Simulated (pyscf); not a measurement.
HO–B(OH)–OH + HCl -> H₂O + HO–B(OH)–Cl (four-centre exchange; singlet surface; B–O, Cl–H broken, H–O, B–Cl formed). PySCF, gas phase, ωB97X-D3(BJ)/def2-SVP geometries. Energies in kcal/mol from the separated reactants.

```csv
level,barrier,reaction energy
ωB97X-D3(BJ)/def2-TZVP,20.9,+9.4
r²SCAN/def2-TZVP,17.9,+10.2
B3LYP-D3(BJ)/def2-TZVP,21.1,+10.7
M06-2X/def2-TZVP,20.5,+11.7
ωB97M-D3(BJ)/def2-TZVP,20.9,+10.5
HF/def2-TZVP,35.0,+13.5
```

The functionals in the table span 3.1 kcal/mol in this barrier, from r²SCAN to B3LYP-D3(BJ). On the reactant side the descent ends in a complex, 6.5 kcal/mol under the separated species and 27.5 kcal/mol under the saddle at ωB97X-D3(BJ)/def2-TZVP. On the product side the descent ends in a complex (not fully relaxed), 4.2 kcal/mol under the separated species and 15.7 kcal/mol under the saddle at ωB97X-D3(BJ)/def2-TZVP. The products may also form a dative adduct at HO–B(OH)–Cl; it and routes through it were not searched. This is the saddle that the search found; another between the same sides may lie lower.
